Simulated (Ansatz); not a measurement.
# What a trial cell of KGe3Pb relaxes into

Level of theory: Ansatz, DFT PBE, scalar-relativistic, plane waves, PAW. Cutoff 420 eV, Γ-centred k mesh, Gaussian smearing, no spin polarisation in the final step.

A relaxed cell is given with its space group left out.

```yaml
crystal:
  lattice:
    - [6.80503, 0.00000, 0.00000]
    - [-3.40252, 5.89333, 0.00000]
    - [0.00000, 0.00000, 7.52030]
  atoms:
    - { symbol: K, position: [0.33333, 0.66667, 0.75000] }
    - { symbol: K, position: [0.66667, 0.33333, 0.25000] }
    - { symbol: Ge, position: [0.21076, 0.42153, 0.25000] }
    - { symbol: Ge, position: [0.78924, 0.21076, 0.75000] }
    - { symbol: Ge, position: [0.78924, 0.57847, 0.75000] }
    - { symbol: Ge, position: [0.21076, 0.78924, 0.25000] }
    - { symbol: Ge, position: [0.57847, 0.78924, 0.25000] }
    - { symbol: Ge, position: [0.42153, 0.21076, 0.75000] }
    - { symbol: Pb, position: [0.00000, 0.00000, 0.50000] }
    - { symbol: Pb, position: [0.00000, 0.00000, 0.00000] }
```

The zero of energy is the elements' standard structures at the same level; no fitted shifts are applied.

(1) What space group does it have?

(2) How far does it lie from the elements in energy?

(3) Is it a metal?

Results:

(1) P6_3/mmc (No. 194). Conventional cell: a = 6.805 Å, c = 7.520 Å. K is coordinated by 6 Ge at 3.44 Å (next Ge at 4.03 Å); around Ge lie 2 Ge at 2.50 Å; Pb is coordinated by 6 Ge at 3.12 Å.

(2) 0.11 eV/atom.

(3) Yes, bands cross the Fermi level on the 6×6×6 mesh.

The final run used a 6×6×6 mesh on its 10-atom cell and 0.10 eV smearing. The k mesh leaves about 4 meV/atom of noise in metals. Spin–orbit coupling is left out. The cell came from a trial start, so KGe3Pb may not exist in this structure.

Cost: 3 runs of about 6.8 core-minutes in all, on Arm Neoverse V1 (shared hosts).